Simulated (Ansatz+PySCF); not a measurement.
A calculation with Ansatz (development build ahead of 0.2.0).

```yaml
crystal:
  periodic: [false, false, false]
  atoms:
    - { symbol: "N", position_ang: [0.0, 0.0, -1.66437] }
    - { symbol: "N", position_ang: [0.0, 0.0, 1.66437] }
basis:
  gaussian: { orbitals: "6-31G" }
total_charge: 1
magnetization:
  initial_magnetization: 1
hamiltonian:
  xc: hf
scf:
  omitted_lower_state_checks: [stability, starts, atomic_configurations, cluster_reference, orbital_swaps, given_window_search, neighbouring_geometries, increment]
```

The input is written out in the form of the current development build from the run's settings.

Results

* Converged: yes
* Total energy: -108.00610 hartree
* Spin squared of the determinant: 0.750

Caution: an unrestricted determinant lies well below; the charge can sit on one fragment and break the point group; the determinant breaks the point group.
